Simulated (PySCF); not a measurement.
BeH, SMILES [BeH], multiplicity 2.

Coordinates come from a PBE0-D3(BJ)/def2-TZVPD optimisation. The spin state was assumed, not searched.

Method: B3LYP/def2-TZVPD run with PySCF.

Gas-phase values at a fixed geometry.

```yaml
total_energy: -15.26506 hartree
point_group: C∞v
"α spin, highest occupied and lowest empty level": -5.49 and -1.47 eV
"β spin, highest occupied and lowest empty level": -9.09 and -2.05 eV
dipole_moment: 0.32 D
mean_static_polarisability: 32.5 bohr³ (4.81 Å³)
polarisability_principal_values: 26.3, 35.6, 35.6 bohr³
"⟨S²⟩": 0.751 (pure state 0.75)
```
